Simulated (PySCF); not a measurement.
Numbering as in the mapped SMILES `[F:1][c:2]1[cH:3][cH:4][s:5][cH:6]1`. Each H is labelled by its parent atom.

Geometry: PBE0-D3(BJ)/def2-TZVP; GIAO shifts from PySCF, gas phase, non-relativistic, averaged over equivalent atoms.

At B97-2/pcSseg-2 (265 basis functions, 45 s wall time on 1 thread of an Arm Neoverse N1, shared host):
```
atoms  δ (ppm)
   F1   -134.4
   C2    168.8
   C4    132.3
   C3    123.2
   C6    109.6
   S5    203.1
H(C4)     7.24
H(C3)     7.06
H(C6)     6.71
```

Shifts are taken against calculated references (same method and geometry level): CFCl3 for $^{19}$F (σ = 175.98 ppm); $^{13}$C (σ = 185.38 ppm) and $^{1}$H (σ = 31.64 ppm) against TMS; $^{33}$S (σ = 517.10 ppm) vs CS2.

Estimate the result of repeating the calculation with PBE0/pcSseg-2.

Results:


```csv
atoms,δ at PBE0/pcSseg-2,change
F1,-135.5,-1.1
C2,171.7,+2.9
C4,135.3,+3.0
C3,125.9,+2.7
C6,112.0,+2.4
S5,205.4,+2.3
H(C4),7.30,+0.06
H(C3),7.11,+0.05
H(C6),6.77,+0.06
```

Shifts are taken against calculated references (same method and geometry level): CFCl3 for $^{19}$F (σref 174.31); $^{13}$C (σref 186.03) and $^{1}$H (σref 31.52) against TMS; CS2 for $^{33}$S (σref 512.98).

The largest change is at C4 (aromatic CH next to the ring sulfur). Cost: 265 basis functions, 51 s wall time on 1 thread of an Arm Neoverse N1, shared host. The order of the carbon signals is the same at both levels.

Unscaled 19F shifts against computed CFCl3 carry errors that often reach 10 to 50 ppm.
